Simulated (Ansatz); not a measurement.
Reaction (SMILES): C=CCl -> [CH]=C (C2H3) + Cl atom (the C-Cl bond breaks)

Wanted: bond dissociation energy (enthalpy at 298 K), in kcal/mol. Terms: spin-orbit terms left out; LANL2DZ with its own core potentials from Na on; no dispersion term unless named; non-relativistic; UHF or UKS for open shells; 6-31G* and kin with 6d, 5d where marked; 6-311+G** with 5d, 6d on Na to Ar in Ansatz (a program for electronic structure). First-principles rows: single points at B3LYP-D3(BJ) geometries (Ansatz), with unscaled harmonic terms from B3LYP/6-31G* at its own minima.

| level | program | bond dissociation energy (enthalpy at 298 K) (kcal/mol) |
|---|---|---|
| B3LYP/STO-3G | Ansatz | 100.0 |
| B3LYP/3-21G | Ansatz | 79.1 |
| B3LYP/LANL2DZ | Ansatz | 77.1 |
| B3LYP/6-31G | Ansatz | 78.6 |
| B3LYP/6-31G* | Ansatz | 90.2 |
| B3LYP/6-31+G* | Ansatz | 88.3 |
| B3LYP/6-31G** | Ansatz | 90.0 |
| B3LYP/def2-SVP | Ansatz | 89.9 |
| B3LYP/cc-pVDZ | Ansatz | 88.8 |
| B3LYP/6-311+G** | Ansatz | 87.7 |
| B3LYP/def2-TZVPD | Ansatz | 89.8 |

No value to compare with is used here. The 10 habitual levels span 77.1 (B3LYP/LANL2DZ) to 100.0 kcal/mol (B3LYP/STO-3G); B3LYP/def2-TZVPD gives 89.8.

The sets are all those run for this method; runs whose electronic state is in doubt are left out.
